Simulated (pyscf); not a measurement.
H₂As–InH₂ (SMILES [AsH2][InH2]) + H₂O (SMILES O) → HO–AsH–InH₂ (SMILES O[AsH][InH2]) + H₂ (SMILES [H][H]), a four-centre exchange (singlet surface; As–H, H–O broken, As–O, H–H formed). Optimised with ωB97X-D3(BJ)/def2-SVP in PySCF. Energies in kcal/mol from the separated reactants.

Small-basis levels: PySCF, no dispersion term, spherical d functions. AM1 to PM7: differences of heats of formation from MOPAC, which are fitted to 298 K values and so differ in kind from electronic energies by zero-point and thermal terms. 

```csv
level,barrier,reaction energy
BP86/6-31G*+LANL2DZ,38.4,+13.8
PBE/6-31G*+LANL2DZ,37.6,+14.0
B3LYP/6-31G*+LANL2DZ,42.2,+13.8
M06-2X/6-31G*+LANL2DZ,43.9,+12.0
B3LYP/6-311+G**+LANL2DZ,46.8,+22.7
PM3,19.4,-2.3
PM7,31.6,-7.4
ωB97M-D3(BJ)/def2-TZVP,52.3,+15.8
```

Against the last row the barrier runs from -32.9 (PM3) to -5.5 kcal/mol (B3LYP/6-311+G**+LANL2DZ). ωB97M-D3(BJ)/def2-TZVP has limits of its own. On the reactant side the descent ends in an adduct with a In–O contact, 14.4 kcal/mol under the separated species and 66.6 kcal/mol under the saddle at ωB97X-D3(BJ)/def2-TZVP. On the product side the descent ends in an adduct with a In–O contact (not fully relaxed), 0.3 kcal/mol under the separated species and 38.0 kcal/mol under the saddle at ωB97X-D3(BJ)/def2-TZVP. The same reactants have a lower exit, to HO–InH–AsH₂ + H₂ (barrier +13.8 kcal/mol at ωB97M-D3(BJ)/def2-TZVP, against +52.3 kcal/mol here). HO–AsH–InH₂ lies 20.1 kcal/mol over its isomer HO–InH–AsH₂ (electronic energy, ωB97M-D3(BJ)/def2-TZVP). This is the saddle that the search found; another between the same sides may lie lower. In the def2 sets elements up to Kr have no core potential. In the def2 sets elements past Kr carry core potentials, without spin-orbit coupling.
